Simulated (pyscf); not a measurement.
PySCF, gas phase, ωB97X-D3(BJ)/def2-SVP geometries.

SMILES: [SiH3]N1BNBNB1
```xyz
15

Si     0.6319    -1.0529     1.4824
N     -0.1449     0.1038     0.3999
B     -1.5130     0.5242     0.5735
N     -2.0690     1.4633    -0.3502
B     -1.3242     2.0060    -1.4441
N      0.0315     1.5682    -1.5903
B      0.6320     0.6332    -0.6951
H      1.0550    -2.2686     0.7295
H      1.8422    -0.4464     2.1072
H     -0.3342    -1.4405     2.5456
H     -2.1857     0.0934     1.4839
H     -3.0301     1.7543    -0.2220
H     -1.8168     2.8001    -2.2128
H      0.5852     1.9339    -2.3548
H      1.7841     0.2851    -0.8512
```

How much does it cost (ΔH, 298 K, ωB97M-D3(BJ)/def2-TZVP) to split `[SiH3][N]1[BH][NH][BH][NH][BH]1` at its N–Si bond into SiH₃• + cyclic H₅B₃N₃ (SMILES B1[N]BNBN1) [doublet]?

N–Si to SiH₃• + cyclic H₅B₃N₃ (SMILES B1[N]BNBN1) [doublet]: 113.5 kcal/mol. The 7 functionals that were run give +102.5 (PBE) to +115.2 kcal/mol (ωB97X-D3(BJ)/def2-TZVP). The radicals are drawn with the spin at the cut bond; how far it spreads was not checked. Other isomers of cyclic H₅B₃N₃ (SMILES B1[N]BNBN1) [doublet] were not searched in full and may lie lower.
